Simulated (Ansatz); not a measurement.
# As3P (PAsAsAs tetrahedron): the cost of one run

Program: Ansatz 0.2.0, Gaussian basis. Level of theory: the settings change from run to run. These are calculated values, not measurements.

## 1. The relaxed structure

The geometry comes from an earlier relaxation with r2SCAN-D4/def2-SVP; it is a stationary point.

4 atoms, charge 0, spin multiplicity 1.

Atoms are counted from 1 here; the program's logs count them from 0.

Bond lengths: P1–As2 2.338 Å, P1–As3 2.338 Å, P1–As4 2.338 Å, As2–As3 2.433 Å, As2–As4 2.433 Å, As3–As4 2.433 Å. Angles: As2–P1–As3 62.7°, As2–P1–As4 62.7°, As3–P1–As4 62.7°, P1–As2–As3 58.6°, P1–As2–As4 58.6°, As3–As2–As4 60.0°, P1–As3–As2 58.6°, P1–As3–As4 58.6°, As2–As3–As4 60.0°, P1–As4–As2 58.6°, P1–As4–As3 58.6°, As2–As4–As3 60.0°.

## 2. PBE0/def2-TZVP

Options: atoms shaken by 0.08 Å, a grid of angular degree 47, finite nuclei, a point charge of 1.00 e beside it, D3(BJ) with three-body dispersion.

Input file in.yaml:

```yaml
crystal:
  periodic: [false, false, false]
  atoms:
    - {symbol: P, position_ang: [-1.054024, -0.138246, 0.721783]}
    - {symbol: As, position_ang: [1.145452, -0.348849, 0.877090]}
    - {symbol: As, position_ang: [0.185759, 1.224636, -0.475661]}
    - {symbol: As, position_ang: [-0.168771, -1.048570, -0.989518]}
basis:
  gaussian: {orbitals: def2-TZVP, final_grid: {core_spheres: 20, valence_spheres: 16, degree: 47}, nuclear_model: gaussian, point_charges: [{charge: 1.00, position_ang: [4.478, 0.289, -0.818]}]}
hamiltonian: {xc: {name: PBE0}, dispersion: d3bjatm}
output: {forces: true}
```

The run is started by

```console
> ansatz run in.yaml --threads 4 --pin off --events-out ev --progress --plain --max-ram 3916MiB
```

What time and memory should one allow on 4 threads of Arm Neoverse V2, shared host?

About 6 s, with a peak of 0.75 GiB.
